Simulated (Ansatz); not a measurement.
The input, for Ansatz 0.2.0:

```yaml
crystal:
  periodic: [false, false, false]
  atoms:
    - {symbol: P, position_ang: [0.000000, -0.404315, 1.659704]}
    - {symbol: P, position_ang: [0.000000, 0.808631, 0.000000]}
    - {symbol: P, position_ang: [0.000000, -0.404315, -1.659704]}
basis:
  gaussian: {orbitals: 6-31G}
total_charge: 1
magnetization: {spin_polarized: false, initial_magnetization: 2}
correlation: {active_space: {window: {electrons: 2, orbitals: 5}, fixed_orbitals: true}}
accuracy: high
```

```sh
$ ansatz run in.yaml --threads 1 --pin off --events-out ev --progress --plain --max-ram 2393MiB
```

The program prints:

```
800 factors; integrals over basis functions are off by at most 3.2e-9 eV
mean field evaluation 1: about -27800.0151 eV, gradient 8.4e0 eV
mean field evaluation 2: about -27800.0265 eV, gradient 8.4e0 eV
mean field evaluation 4: about -27800.4639 eV, gradient 1.5e0 eV
mean field evaluation 8: about -27800.5159 eV, gradient 4.5e-2 eV
mean field evaluation 16: about -27800.5160 eV, gradient 2.2e-4 eV
mean field evaluation 32: about -27800.5159 eV, gradient 8.0e-2 eV
mean field evaluation 64: about -27799.5302 eV, gradient 4.8e-6 eV
mean field evaluation 96: about -27801.3556 eV, gradient 1.7e-5 eV
mean field evaluation 128: about -27800.6562 eV, gradient 9.3e-1 eV
mean field evaluation 160: about -27801.3555 eV, gradient 4.0e-2 eV
mean field evaluation 192: about -27800.8690 eV, gradient 4.0e0 eV
mean field evaluation 224: about -27801.3520 eV, gradient 4.4e-2 eV
mean field -27801.44101474 eV, -1021.6841127983 hartree, gradient 2.6e-8 eV, S^2 2.000000; 22 other end points of the search recorded, 0 dependent functions left out
reference -27801.44101474 eV, -1021.6841127983 hartree; 23, 21 occupied and 16, 18 virtual orbitals, 800 factors
state -27801.44411821 eV, -1021.6842268484 hartree
Total energy: -27801.44411821 eV, -1021.6842268484 hartree
```

The active space holds one configuration alone, so it describes no static correlation.

Natural occupations: 0.9998 0.9998 0.0002 0.0002 0.0000.

Ran on 1 thread of Arm Neoverse V1, shared host: 4.8 s wall, 0.18 GiB peak host memory.
